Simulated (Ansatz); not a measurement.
Input file:

```yaml
crystal:
  periodic: [false, false, false]
  atoms:
    - {symbol: Si, position_ang: [0.000000, 0.000000, 1.481442]}
    - {symbol: C, position_ang: [0.000000, 0.000000, -0.201009]}
    - {symbol: H, position_ang: [0.000000, 0.000000, -1.280432]}
basis:
  gaussian: {orbitals: 6-31G}
total_charge: 1
magnetization: {spin_polarized: true, initial_magnetization: 2}
correlation: {method: ccsdt_q, electrons: outside_noble_gas}
```

```sh
$ ansatz run in.yaml --threads 1 --pin off --events-out ev --progress --plain --max-ram 2393MiB
```

Log:

```
494 factors; integrals over basis functions are off by at most 5.6e-8 eV
mean field evaluation 1: about -8888.3817 eV, gradient 2.7e1 eV
mean field evaluation 2: about -8888.3856 eV, gradient 2.7e1 eV
mean field evaluation 4: about -8893.6211 eV, gradient 2.3e0 eV
mean field evaluation 8: about -8893.7747 eV, gradient 5.7e-1 eV
mean field evaluation 16: about -8894.1165 eV, gradient 1.4e-6 eV
mean field evaluation 32: about -8893.7307 eV, gradient 9.2e-4 eV
mean field evaluation 64: about -8894.9243 eV, gradient 4.4e0 eV
mean field evaluation 96: about -8893.7945 eV, gradient 4.7e-2 eV
mean field evaluation 128: about -8891.8354 eV, gradient 4.0e-2 eV
mean field evaluation 160: about -8890.8904 eV, gradient 2.2e-3 eV
...
cycle   5  -2.91099182 eV  change   -2.6e-3 eV  update   1.6e-3
cycle   6  -2.91098176 eV  change    1.0e-5 eV  update   6.2e-4
cycle   7  -2.91084447 eV  change    1.4e-4 eV  update   2.9e-4
cycle   8  -2.91100001 eV  change   -1.6e-4 eV  update   1.4e-4
cycle   9  -2.91101536 eV  change   -1.5e-5 eV  update   5.8e-5
cycle  10  -2.91099911 eV  change    1.6e-5 eV  update   2.0e-5
cycle  11  -2.91100308 eV  change   -4.0e-6 eV  update   8.5e-6
cycle  12  -2.91100319 eV  change   -1.1e-7 eV  update   3.7e-6
cycle  13  -2.91100606 eV  change   -2.9e-6 eV  update   1.5e-6
cycle  14  -2.91100584 eV  change    2.3e-7 eV  update   6.4e-7
perturbative correction -0.00547409 eV, -0.0002011691 hartree
Total energy: -8898.85765406 eV, -327.0269869243 hartree
```

For the same geometry and basis full CI lies 0.3 meV lower.

Ran on 1 thread of Arm Neoverse V2, shared host: 2.4 s wall, 0.09 GiB peak host memory.
